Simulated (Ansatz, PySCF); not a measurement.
System: C$_{4}$H$_{4}$N (charge 0, doublet). SMILES: [c]1cc[nH]c1
Structure (B3LYP-D3(BJ)/def2-TZVP (Ansatz, a program for electronic structure) minimum search):
```xyz
9

H      0.0018     0.0447     2.0683
N      0.0012     0.0470     1.0637
C      0.0125     1.1797     0.2746
C     -0.0110    -1.0751     0.2784
C      0.0069     0.7218    -1.0097
C     -0.0078    -0.6842    -1.0463
H      0.0231     2.1687     0.6953
H     -0.0211    -2.0606     0.7125
H     -0.0151    -1.3345    -1.9036
```
Charge 0, spin multiplicity 2.

Unscaled harmonic wavenumbers (cm⁻¹) in rising order, each level at the stationary point that it reaches from this structure (no distance between atoms moves by over 0.3 Å); the order of modes can differ between levels, and a negative number is imaginary. B3LYP-D3(BJ)/def2-TZVP (PySCF, at the structure above): 431, 540, 639, 650, 740, 827, 871, 894, 1037, 1067, 1152, 1182, 1243, 1378, 1427, 1475, 1535, 3247, 3264, 3276, 3651.

HF/3-21G (Ansatz): 631, 643, 680, 813, 862, 967, 979, 1014, 1074, 1111, 1174, 1238, 1309, 1450, 1511, 1566, 1638, 3440, 3462, 3469, 3856. Zero-point energy 47.0 against 43.6 kcal/mol; where all levels lie over 400 cm⁻¹, the wavenumbers are on average 1.106 times those of B3LYP-D3(BJ)/def2-TZVP.

B3LYP/6-31G* (Ansatz): 408, 538, 633, 638, 733, 819, 860, 887, 1047, 1078, 1163, 1182, 1252, 1398, 1451, 1495, 1553, 3261, 3280, 3293, 3652. Zero-point energy 43.8 against 43.6 kcal/mol; where all levels lie over 400 cm⁻¹, the wavenumbers are on average 0.999 times those of B3LYP-D3(BJ)/def2-TZVP.
